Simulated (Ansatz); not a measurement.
Computed with frozen-core CCSD(T)/cc-pVTZ // PBE0-D4/def2-TZVP run with Ansatz (a first-principles code).

Ansatz 0.2 input:
```yaml
crystal:
  periodic: [false, false, false]
  atoms:
    - { symbol: O, position_ang: [0.486559, -0.000003, -0.000002] }
    - { symbol: H, position_ang: [-0.48654, 0.000003, 0.000002] }
basis:
  gaussian: { orbitals: cc-pVTZ }
correlation:
  method: ccsd_t
magnetization:
  spin_polarized: true
  initial_magnetization: 1
```

Output:

```
Functional definition: HF
261 factors; integrals over basis functions are off by at most 8.8e-4 eV
mean field evaluation 1: about -2051.7657 eV, gradient 1.2e1 eV
mean field evaluation 2: about -2051.7660 eV, gradient 1.2e1 eV
mean field evaluation 4: about -2052.2522 eV, gradient 1.3e0 eV
mean field evaluation 8: about -2052.2590 eV, gradient 5.9e-4 eV
mean field evaluation 16: about -2050.8056 eV, gradient 1.6e1 eV
mean field evaluation 32: about -2052.2590 eV, gradient 5.7e-2 eV
mean field -2052.25900161 eV, -75.4191272380 hartree, gradient 1.6e-6 eV, S^2 0.756093; 2 other end points of the search recorded, 0 dependent functions left out
1 core orbitals not correlated
reference -2052.25900161 eV, -75.4191272380 hartree; 4, 3 occupied and 39, 40 virtual orbitals, 261 factors
second order -5.43546233 eV of doubles, -0.00000000 eV of singles
cycle   1  -5.68389573 eV  change   -2.5e-1 eV  update   3.2e-2
cycle   2  -5.79591295 eV  change   -1.1e-1 eV  update   1.1e-2
cycle   3  -5.80906763 eV  change   -1.3e-2 eV  update   3.9e-3
cycle   4  -5.80856462 eV  change    5.0e-4 eV  update   1.5e-3
cycle   5  -5.80918755 eV  change   -6.2e-4 eV  update   6.3e-4
cycle   6  -5.80933874 eV  change   -1.5e-4 eV  update   2.2e-4
cycle   7  -5.80935877 eV  change   -2.0e-5 eV  update   7.1e-5
cycle   8  -5.80934196 eV  change    1.7e-5 eV  update   2.3e-5
cycle   9  -5.80934304 eV  change   -1.1e-6 eV  update   6.3e-6
perturbative correction -0.13885673 eV, -0.0051028907 hartree
Total energy: -2058.20720138 eV, -75.6377195478 hartree
```

Cost: about 1.9 core-seconds (a rough figure).
